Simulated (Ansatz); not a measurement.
**SiH2 (SMILES [H][Si][H]): methods side by side**

SiH2 has 3 atoms, charge 0, and is taken as a singlet. SMILES: `[H][Si][H]`. The shape is that of a GFN2-xTB optimisation.

```xyz
3

Si    0.0052   -0.0082   -0.6557
H     1.1102   -0.0200    0.3374
H    -1.1155    0.0282    0.3183
```

Quantity: the electronic atomisation energy, in eV. The values are calculated. Electronic energies at fixed atoms, without zero-point motion or spin-orbit coupling.

```
        level                   kind  program  value (eV)  less FCI/3-21G
   BLYP/3-21G                    GGA   Ansatz        6.08           +1.03
 revPBE/3-21G                    GGA   Ansatz        5.83           +0.78
  BHLYP/3-21G          global hybrid   Ansatz        5.89           +0.84
   PBE0/3-21G          global hybrid   Ansatz        5.80           +0.75
r2SCAN0/3-21G        hybrid meta-GGA   Ansatz        5.80           +0.75
BCCD(T)/3-21G  coupled cluster or CI   Ansatz        5.05            0.00
CCSD(T)/3-21G  coupled cluster or CI   Ansatz        5.05            0.00
   CCSD/3-21G  coupled cluster or CI   Ansatz        5.03           -0.02
    FCI/3-21G     exact in the basis   Ansatz        5.05            0.00
```

FCI/3-21G is exact within its basis and frozen core, so for wave-function methods in that basis the difference is their error; functionals converge differently with the basis, so for them it is only a difference. The values span 5.03 to 6.08 eV. All rows use very small basis sets, so none should be taken for the real molecule's value.
